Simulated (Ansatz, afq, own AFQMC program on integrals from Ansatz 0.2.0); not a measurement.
Two steps: Ansatz 0.2.0 writes the Fock matrix and Cholesky factors of the valence space, and afq projects on them the lowest state that overlaps trial and start.

```yaml
crystal:
  periodic: [false, false, false]
  atoms:
    - {symbol: N, position_ang: [0.000000, 0.079164, 0.632274]}
    - {symbol: C, position_ang: [0.000000, -0.149608, -0.623475]}
    - {symbol: H, position_ang: [0.000000, 0.682652, -1.356932]}
basis:
  gaussian: {orbitals: cc-pVDZ}
magnetization: {spin_polarized: true, initial_magnetization: 2}
correlation: {method: ccsd_t, electrons: outside_noble_gas, hamiltonian_folder: ham}
```

```sh
$ ansatz run in.yaml --threads 1 --pin off --events-out ev --progress --plain --max-ram 24576MiB --backend cuda --devices 0, --max-vram 18GiB
```

afq runs on the folder ham with

```
--method phaseless --trial hf --walkers 80 --populations 1 --least-time 40 --time-step 0.0025 --steps-per-block 25 --equilibration-blocks 96 --max-blocks 960 --target-error 0.00076 --factor-cut 1e-05 --start determinant --seed 1825 --taylor-order 4
```

Times are imaginary, in 1/Eh. The walk had a cap of 60 s.

afq prints:

```
orbitals 31  electrons 6 4  factors 234 of 313
reference energy -92.75277492 Eh
CCSD correlation -0.25578090 Eh in 17 cycles, weight of the determinant in the CISD state 0.8493
energy of the start -92.752775 Eh
 block  time / (1/Eh)  mean weight  energy / Eh
     1     0.062  1.0000  -92.795821
     2     0.125  1.0019  -92.834775
     3     0.188  1.0010  -92.862942
     4     0.250  1.0012  -92.890328
     5     0.312  1.0003  -92.894797
     7     0.438  0.9996  -92.924736
     9     0.562  1.0004  -92.943042
    12     0.750  0.9995  -92.972285
    34     2.125  0.9998  -93.004017
    56     3.500  1.0004  -92.991894
    78     4.875  1.0010  -92.973606
   100     6.250  0.9991  -93.001325
   122     7.625  0.9997  -92.999969
   144     9.000  1.0014  -93.037575
   166    10.375  0.9995  -92.981268
   188    11.750  1.0005  -93.032699
   210    13.125  1.0010  -93.016033
   232    14.500  0.9993  -93.021657
   254    15.875  1.0002  -92.999905
   276    17.250  0.9999  -92.987267
   298    18.625  0.9999  -93.039859
   309    19.312  0.9994  -92.940736
   320    20.000  1.0000  -93.018676
   331    20.688  0.9997  -93.069890
   342    21.375  1.0016  -93.021035
   364    22.750  1.0000  -92.969304
   386    24.125  1.0001  -92.988160
   408    25.500  0.9981  -92.965025
   430    26.875  1.0017  -93.046266
   452    28.250  0.9995  -93.027899
   463    28.938  1.0005  -93.003443
blocks merged  error / Eh  count
     1  0.001561  370
     2  0.002080  185
     4  0.002806  92
     8  0.003251  46
    16  0.003408  23
    32  0.004054  11
energy -93.013585 +/- 0.003408 Eh
(rows thinned)
```

The time cap ended the run before it passed its tests.

Against this walk (error 92.7 meV) on the same determinant: CCSD(T) 129.8 meV lower (within the noise), CCSDT(Q) 236.6 meV lower, a separate phaseless walk with a CISD trial and standard settings 169.1 ± 92.8 meV lower (within the noise). The error is statistical and leaves out the bias of the constraint. None of these is a sure reference here.

Cautions: constraint bias not in the error; error not settled; error above the target (92.7 against 20.7 meV); another spin lies lower; raised T1 diagnostic (T1 0.044, weight of the determinant 0.85, largest double 0.15); unrestricted determinant slightly spin contaminated (⟨S²⟩ 2.07 against 2.00); the bias of populations of 80 walkers isn't removed; the sampling time fell short of the least asked.

The walk took 60 s on 1 × NVIDIA H100 80GB HBM3 with 2 threads of AMD EPYC 7R13 Processor (Zen 3) (shared host) (the card was shared). The log's last line is the phaseless energy.

CCSDT and higher add their correlation energy to the determinant of the CCSD(T) run, since their own runs factorise the integrals more tightly (a shift of under 2 meV). A walk keeps the symmetry of its determinant, which the program's search chose and which needn't be the lowest solution, so a lower state of the same spin and another symmetry isn't excluded.
